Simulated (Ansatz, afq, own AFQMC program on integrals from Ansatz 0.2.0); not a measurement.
Where AFQMC and coupled cluster stand for GeHO, quartet

```yaml
atoms:
  - { symbol: Ge, position_ang: [0.0000, -0.0375, 0.3220] }
  - { symbol: O, position_ang: [0.0000, 0.0862, -1.5290] }
  - { symbol: H, position_ang: [0.0000, 1.3375, 1.0643] }
```

Connectivity, by distances: GeH–O.

Basis cc-pVTZ. Only valence electrons are correlated. Integrals, coupled cluster, full CI and functionals: Ansatz 0.2.0; the random walks run on the same integrals in our own AFQMC program. The CISD trial takes its coefficients from CCSD amplitudes. Released means that phaseless walkers are propagated on without the constraint, phases kept. Free projection: walkers drawn from exp(T), propagated without any constraint. Its projection time is finite, and what remains of the start isn't in its error. Uncertainties: one standard error, sampling alone. No spin–orbit coupling.

Determinant: UHF, the one that the program's search chose, which needn't be the lowest solution. The geometry is a PBE0/def2-TZVP stationary point of this or a neighbouring charge and spin state.

No full CI on the walks' own integrals is used here; CCSDT(Q) serves as the reference and is uncertain by about the last step of the cluster series.

Cautions: no relativity below Rb; no spin-orbit coupling; inner d shell frozen; lower spins were not checked; the released energies have errors that jump between times, so the bars are unsure, so no released level is given (meV from the phaseless value at times in 1/Eh: -10 ± 3 at 0.24, -16 ± 3 at 0.50, -37 ± 18 at 1.00, -26 ± 3 at 1.50).

```
T1 diagnostic                               : 0.0221
weight of the determinant in the CISD state : 0.894
⟨S²⟩ of the determinant                     : 3.771
size of the correlated space                : 11 electrons in 72 orbitals
```

Reference: CCSDT(Q), correlation energy -8.099 eV.

| level | E − E(reference) (meV) | share of correlation (%) |
| --- | --- | --- |
| HF | 8099.2 | 0.00 |
| MP2 | 998.6 | 87.67 |
| CCSD | 319.2 | 96.06 |
| CCSD(T) | 47.3 | 99.42 |
| CCSDT | 14.9 | 99.82 |
| ph-AFQMC/HF | 53.0 ± 27.2 | 99.35 |
| ph-AFQMC/CISD | 32.8 ± 2.9 | 99.59 |
| free AFQMC | 20.9 ± 10.1 | 99.74 |

Free projections are given only where their last times agree within the noise and don't stop above the reference; a slow remainder of the start can still hide under it. A walk keeps the symmetry of its determinant, which the program's search chose and which needn't be the lowest solution, so a lower state of the same spin and another symmetry isn't excluded.
